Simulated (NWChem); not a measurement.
Species: carbonyl sulfide (COS); SMILES O=C=S

```xyz
3

O     -1.6765     0.0270     0.0223
C     -0.5204     0.0083     0.0069
S      1.0432    -0.0168    -0.0139
```
Atoms are numbered in this order, from 1.

Program: NWChem. All runs use the structure optimised with PBE0/def2-SVP. Lowest singlet excitation in solution, TDDFT at B3LYP/def2-SVP with SMD, three treatments of the solvent's response.

Question: Predict the results for solvent water. Quantities: ground-state reaction field (eV); corrected reaction field (eV); vertical excitation model (eV).

Answer: 
| Quantity | Result |
|---|---|
| ground-state reaction field (eV) | 5.75 |
| corrected reaction field (eV) | 5.74 |
| vertical excitation model (eV) | 5.71 |
